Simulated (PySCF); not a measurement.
**What an electron can do to O2**

CCSD(T) in PySCF with def2-TZVPPD on every atom, for the lowest determinant that a PBE0 search found; no spin–orbit coupling.

```json
{"species": "O2", "state (unpaired electrons)": "triplet (π ↑↑)", "Re (Å)": "1.212", "ωe (cm⁻¹)": "1581", "energy of the minimum from the neutral (eV)": "0.00", "De (eV)": "4.94", "dissociates to": "O + O"}
{"species": "O₂⁺", "state (unpaired electrons)": "doublet (π ↑)", "Re (Å)": "1.121", "ωe (cm⁻¹)": "1909", "energy of the minimum from the neutral (eV)": "11.96", "De (eV)": "6.34", "dissociates to": "O⁺ + O"}
```

Task: Work out the lowest energy to break O2 into atoms, from its vibrational ground state.

Result: D0 = De − ωe/2 = 4.94 − 0.10 = 4.84 eV (CCSD(T)/def2-TZVPPD).

Task: Work out the ionisation energy of the O atom at this level and the threshold of dissociative ionisation.

Result: IE(O) = 11.96 + 6.34 − 4.94 = 13.36 eV, so O⁺ + O + e⁻ appears at D0 + IE(O) = 18.20 eV (CCSD(T)/def2-TZVPPD). The measured IE(O) is 13.618 eV (NIST ASD).

These are thermodynamic thresholds; the onsets seen under electron impact lie higher where the geometry changes, and cross-sections peak well above them.

Correlated steps freeze 2 core orbitals. States were picked by a PBE0 search and need not be the measured ground states.
